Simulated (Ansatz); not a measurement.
Results of PBEsol (Ansatz, a first-principles code, plane waves, PAW) for 1T (CdI2-type) PtS2.

Numerical settings: plane-wave cutoff 520 eV, 12×12×8 k mesh (along the axes of the cell as run), Fermi–Dirac smearing 0.01 eV, scalar-relativistic PAW data made under PBE.

Cell (measured lattice):

```cif
data_PtS2
_chemical_formula_sum 'Pt1 S2'
_space_group_name_H-M_alt 'P 1'
_space_group_IT_number 1
_cell_length_a 3.54200
_cell_length_b 3.54200
_cell_length_c 5.04300
_cell_angle_alpha 90.000
_cell_angle_beta 90.000
_cell_angle_gamma 120.000
loop_
_space_group_symop_operation_xyz
  'x, y, z'
loop_
_atom_site_label
_atom_site_type_symbol
_atom_site_fract_x
_atom_site_fract_y
_atom_site_fract_z
_atom_site_occupancy
Pt1 Pt 0.00000 0.00000 0.00000 1
S1 S 0.33333 0.66667 0.24083 1
S2 S 0.66667 0.33333 0.75917 1
```

Question: What does this level give for the band gap, smallest direct gap on the k points sampled and direct gap at Γ?

Answer: 
band gap: 0.50 eV
smallest direct gap on the k points sampled: 0.78 eV
direct gap at Γ: 2.07 eV

Measured, for comparison: band gap 0.7 eV (temperature not stated, no zero-point or thermal correction, bulk, cited; as tabulated in Two-dimensional noble-metal chalcogenides and phosphochalcogenides, Angew. …).

Note: cell and atoms aren't relaxed at this level (pressure 0.6 GPa).

Spin–orbit coupling is not included.

The computed numbers hold no vibrational or temperature effects.

It cost roughly 14 core-seconds of CPU time.
